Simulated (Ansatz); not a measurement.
A run of Ansatz (development build ahead of 0.2.0) on doublet C2H6(+) at this shape:

```csv
atom,x (Å),y (Å),z (Å)
C,-1.0256,0.7145,0.6773
C,1.0303,-0.7370,-0.6703
H,-1.1050,0.1441,1.5760
H,-0.4450,1.6498,0.4821
H,-1.5440,0.3784,-0.2236
H,1.2628,-0.0793,-1.5182
H,1.5277,-0.4369,0.2452
H,0.4134,-1.6093,-0.5959
```

Its results:

```
Converged                       : yes
Total energy                    : -78.75079 hartree
Spin squared of the determinant : 0.759
Stability test                  : minimum
```

Forces (eV/Å):
```
atom      Fx      Fy      Fz
  C1   1.524   0.421  -3.056
  C2  -0.218   2.079   1.474
  H3   0.077   0.053   0.764
  H4  -0.661  -0.868   1.091
  H5  -0.398   0.029   0.573
  H6  -0.517  -0.896  -0.057
  H7   0.333  -0.343  -0.019
  H8  -0.141  -0.475  -0.770
```

(1) Which input gives this output? Name the method, the orbitals and the basis set, and write the input.

## Answers

(1) UHF in def2-SVP.

```yaml
crystal:
  periodic: [false, false, false]
  atoms:
    - { symbol: C, position_ang: [-1.02565, 0.71454, 0.67728] }
    - { symbol: C, position_ang: [1.03033, -0.73697, -0.67025] }
    - { symbol: H, position_ang: [-1.10499, 0.14408, 1.57603] }
    - { symbol: H, position_ang: [-0.44501, 1.64976, 0.48209] }
    - { symbol: H, position_ang: [-1.54398, 0.37838, -0.22356] }
    - { symbol: H, position_ang: [1.26277, -0.07929, -1.51817] }
    - { symbol: H, position_ang: [1.52769, -0.43689, 0.24515] }
    - { symbol: H, position_ang: [0.41339, -1.60934, -0.59586] }
basis:
  gaussian: { orbitals: def2-SVP }
total_charge: 1
magnetization:
  spin_polarized: true
  initial_magnetization: 1
hamiltonian:
  xc: hf
output:
  forces: true
```
